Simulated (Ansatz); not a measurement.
Barrier NH2 (SMILES [NH2]) + CH3 (SMILES [CH3]) via CH5N, on the benchmark's geometries as Psi4's copy gives them; open shells unrestricted, no zero-point energy, no spin–orbit coupling.
Transition structure (charge 0, multiplicity 3):
```json
[
 {"atom": "C", "x (Å)": "-1.1996", "y (Å)": "-0.0111", "z (Å)": "0.0000"},
 {"atom": "N", "x (Å)": "1.4007", "y (Å)": "0.1299", "z (Å)": "0.0000"},
 {"atom": "H", "x (Å)": "-1.4267", "y (Å)": "-0.5129", "z (Å)": "0.9331"},
 {"atom": "H", "x (Å)": "-1.4199", "y (Å)": "-0.5914", "z (Å)": "-0.8881"},
 {"atom": "H", "x (Å)": "-1.5202", "y (Å)": "1.0228", "z (Å)": "-0.0458"},
 {"atom": "H", "x (Å)": "0.1889", "y (Å)": "0.1269", "z (Å)": "0.0010"},
 {"atom": "H", "x (Å)": "1.5703", "y (Å)": "-0.8877", "z (Å)": "-0.0001"}
]
```

Frozen-core correlation. MP2 and its Hartree–Fock in aug-cc-pVQZ are density fitted.

The values were computed with Ansatz (an electronic-structure program). 

The barrier height is − E(H2N) − E(CH3) + E(TS). Total energies (hartree):

```
level                        H2N          CH3           TS
-------------------  -----------  -----------  -----------
HF/aug-cc-pVTZ       -55.5880482  -39.5780076  -95.1332604
MP2/aug-cc-pVTZ      -55.7766308  -39.7383055  -95.4981709
HF/aug-cc-pVQZ       -55.5913826  -39.5804429  -95.1388093
MP2/aug-cc-pVQZ      -55.7915635  -39.7497141  -95.5237569
CCSD(T)/aug-cc-pVTZ  -55.7998324  -39.7636519  -95.5503309
```

**Question.** Work out the barrier height at the basis-set limit: extrapolate the MP2 correlation part as X⁻³, take Hartree–Fock from the larger set, and add the CCSD(T) − MP2 difference of aug-cc-pVTZ.

**Answer.** 
1. Differences (1 hartree = 627.509 kcal/mol): HF/aug-cc-pVTZ 20.579; MP2/aug-cc-pVTZ 10.520; HF/aug-cc-pVQZ 20.718; MP2/aug-cc-pVQZ 10.994; CCSD(T)/aug-cc-pVTZ 8.254.
2. Correlation parts, MP2 less HF: -10.059 in aug-cc-pVTZ (X = 3), -9.724 in aug-cc-pVQZ (X = 4).
3. Limit (4³·(-9.724) − 3³·(-10.059))/(4³ − 3³) = -9.479; with HF/aug-cc-pVQZ it gives 11.239.
4. CCSD(T) less MP2 in aug-cc-pVTZ: -2.266.
Result: 8.97 kcal/mol, against 10.52 at MP2/aug-cc-pVTZ. It is an estimate of this method's limit, not of the exact value.
